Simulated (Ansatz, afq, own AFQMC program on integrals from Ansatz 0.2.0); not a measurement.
AFQMC on a folder of integrals that Ansatz 0.2.0 wrote.

```yaml
crystal:
  periodic: [false, false, false]
  atoms:
    - {symbol: Si, position_ang: [-0.083693, 0.000000, 1.718969]}
    - {symbol: Al, position_ang: [0.045283, 0.000000, -2.007205]}
    - {symbol: H, position_ang: [0.559932, -1.767429, 2.916534]}
    - {symbol: H, position_ang: [0.559932, 1.767429, 2.916534]}
basis:
  gaussian: {orbitals: cc-pVDZ}
magnetization: {spin_polarized: false, initial_magnetization: 1}
correlation: {method: ccsd_t, electrons: outside_noble_gas, hamiltonian_folder: ham}
```

```sh
$ ansatz run in.yaml --threads 1 --pin off --events-out ev --progress --plain --max-ram 1382MiB
```

Options of the walk:

```
--method phaseless --trial cisd --walkers 60 --populations 1 --least-time 40 --time-step 0.005 --steps-per-block 50 --equilibration-blocks 40 --max-blocks 300 --target-error 0.00072 --factor-cut 1e-05 --start spin_pure --seed 3256 --release-times 0.24,0.51,0.99,1.62,2.4 --release-step 0.03 --release-every 4 --taylor-order 6
```

Times are imaginary, in 1/Eh. The walk had a cap of 1011 s.

```
orbitals 36  electrons 5 4  factors 233 of 453
reference energy -531.76019090 Eh
CCSD correlation -0.19251671 Eh in 24 cycles, weight of the determinant in the CISD state 0.7490
energy of the start -531.952708 Eh
 block  time / (1/Eh)  mean weight  energy / Eh
     1     0.250  0.9991  -531.949181
     2     0.500  0.9990  -531.948116
     3     0.750  0.9986  -531.949192
     4     1.000  0.9996  -531.951136
     5     1.250  1.0002  -531.953062
     9     2.250  1.0008  -531.952851
    33     8.250  1.0014  -531.959666
    65    16.250  1.0012  -531.959647
    81    20.250  0.9998  -531.982036
    97    24.250  0.9977  -531.957471
   129    32.250  0.9988  -531.964286
   161    40.250  1.0008  -531.964904
   193    48.250  1.0013  -531.962280
   225    56.250  0.9997  -531.951073
   257    64.250  0.9987  -531.949352
   289    72.250  0.9995  -531.957497
   313    78.250  1.0002  -531.956494
blocks merged  error / Eh  count
     1  0.000372  280
     2  0.000484  140
     4  0.000587  70
     8  0.000676  35
    16  0.000637  17
    32  0.000815  8
released: time / (1/Eh)  energy / Eh  error  mean overlap
  0.24  -531.962013  0.000789  0.9996
  0.51  -531.962784  0.000762  1.0063
  0.99  -531.963773  0.000698  0.9900
  1.62  -531.963306  0.001048  0.9943
  2.40  -531.963628  0.001174  0.9858
energy -531.961643 +/- 0.000676 Eh
(rows thinned)
```

Task: Estimate how long the walk took on 1 thread of Intel(R) Xeon(R) Processor @ 2.50GHz (Skylake/Cascade Lake) (shared host).

Result: 12 min of wall time.

The run passed its tests (sampling time, drift between the halves within three errors, error under three times the target), which doesn't prove that it has relaxed. The second half of the sampling lies above the first by 2.4 errors of their difference, so the energy may still be moving and its error bar be too small.

Against this walk (error 18.4 meV) on the same determinant: CCSD(T) 20.2 meV lower (within the noise), CCSDT(Q) 131.1 meV lower. The error is statistical and leaves out the bias of the constraint. None of these is a sure reference here. Released to 2.40 1/Eh the energy moves by -54 ± 37 meV (both errors), within twice the noise.

Cautions: constraint bias not in the error; higher spins were not checked; a spin-contaminated unrestricted determinant lies lower (UHF 576 meV lower, ⟨S²⟩ 1.70); the search met a lower determinant of the same kind, perhaps of another symmetry (33 meV lower); strong correlation (T1 0.064, weight of the determinant 0.75, largest double 0.10); the bias of populations of 60 walkers isn't removed.

CCSDT and higher add their correlation energy to the determinant of the CCSD(T) run, since their own runs factorise the integrals more tightly (a shift of under 2 meV). A walk keeps the symmetry of its determinant, which the program's search chose and which needn't be the lowest solution, so a lower state of the same spin and another symmetry isn't excluded.
